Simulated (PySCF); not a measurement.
**Computed and published core binding energies of `CS(C)=O`**

The experiment to reproduce (core binding energies): O 1s of O4 536.67 eV [1]; S 1s of S2 2480.89 eV [2]. Sources and the comparison follow the method.

Species: C2H6OS.
Atom-mapped SMILES: `[CH3:1][S:2]([CH3:3])=[O:4]`

Theory: delta-SCF UKS SCAN, pcX-2 on the ionised atom, pcseg-1 elsewhere, spin-free X2C (PySCF 2.14.0). Binding energies are ΔSCF values: E(core-ionised, relaxed orbitals) − E(ground state) at a fixed geometry, referred to the vacuum level.

| atom | environment | level | this calculation (eV) | reference (eV) | difference (eV) | source |
| --- | --- | --- | --- | --- | --- | --- |
| O4 | sulfinyl oxygen | O 1s | 536.40 | 536.67 | -0.27 | [1] |
| S2 | sulfinyl sulfur | S 1s | 2480.07 | 2480.89 | -0.82 | [2] |

[1] measured, gas; Xu, Prendergast, Qian, J. Chem. Theory Comput. 2022, 18, 5471
[2] measured, gas; Besley, J. Chem. Theory Comput. 2021, 17, 3644 (DFT calculations of core-electron binding energies at the K-edge of heavier elements)

Problem. How far is it from the measured entries?

Solution. Over the 2 different measured values (2 distinct lines) the mean signed difference is -0.54 eV, the mean unsigned one 0.54 eV and the largest 0.82 eV. The calculation is vertical and has no vibrational structure, and measured positions depend on the energy calibration.

Problem. What does the calculation give for the levels without a reference value here?

Solution. C1/C3 C 1s 291.30 eV.

Atoms equivalent by their bonding share one computed value, that of the first of them. Not every level is listed. Geometry: PBE0-D3(BJ)/def2-SVP; no solvent, vibrations or thermal averaging.

The run took 29 s on an Arm Neoverse N1 with one thread, shared host with 64 logical CPUs at a one-minute load of 56, and the process peaked at 0.39 GiB of memory.
